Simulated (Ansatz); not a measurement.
```xyz
2

C    -0.0396    0.0254   -0.2380
H    -0.0576   -0.0002    1.0313
```

UHF-MP2 on doublet CH was run in several spherical basis sets with Ansatz (development build ahead of 0.2.0). Frozen core: 1 orbital. Caution for UHF-MP2: the unrestricted determinant is spin contaminated.

Rank the basis sets by the total energy that they give, lowest first, with the distance from the lowest.
A. def2-SVP
B. aug-cc-pVDZ
C. STO-3G
D. cc-pVDZ

B (0.00 eV), D (0.15 eV), A (1.27 eV), C (15.25 eV).

Totals follow the description of the cores as much as that of the bonds, so this order isn't one of quality for chemistry.
